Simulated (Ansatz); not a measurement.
**Property card for YNi5**

Computed with DFT PBEsol, scalar-relativistic, plane waves, PAW in Ansatz.

Cutoff 420 eV; k points 12×12×10 on the computed 6-atom cell (Γ-centred); Gaussian smearing, width 0.10 eV; collinear spin from starting moments 0 0.29 0.29 0.38 0.38 0.38 μB.

The structure is relaxed at this level of theory with its symmetry kept. Whether it is the stable form of this composition wasn't checked.

Space group P6/mmm (No. 191). a = 4.811 Å, b = 4.811 Å, c = 3.900 Å, α = 90.00°, β = 90.00°, γ = 120.00°
```tsv
atom	site	symmetry	x	y	z
Y	1a	6/mmm	0.0000	0.0000	0.0000
Ni	2c	-6m2	0.3333	0.6667	0.0000
Ni	3g	mmm	0.5000	0.0000	0.5000
```

| Property | Result |
| --- | --- |
| Space group | P6/mmm (No. 191) |
| Volume per atom | 13.03 Å³ |
| Formation energy from the elements' standard states (uncorrected) | -0.323 eV/atom |
| Kohn–Sham band gap | none (metal) |
| Density of states at the Fermi level | 4.33 states/eV per cell |
| Löwdin character within 0.5 eV of the Fermi level | Ni 3d 86 % |
| Bader charges (e) | Y (1 in the cell) 1.62, Ni (2 in the cell) -0.34, Ni (3 in the cell) -0.31 |
| Total moment | 1.38 μB per cell |
| Site moments (μB; atoms counted from 1 over the whole cell) | Ni (atom 2) 0.26, Ni (atom 3) 0.26, Ni (atom 4) 0.35, Ni (atom 5) 0.35, Ni (atom 6) 0.35 |

Only this magnetic start was tried.

Cost: 1 run of about 4.8 core-minutes, on Arm Neoverse V1 (shared hosts).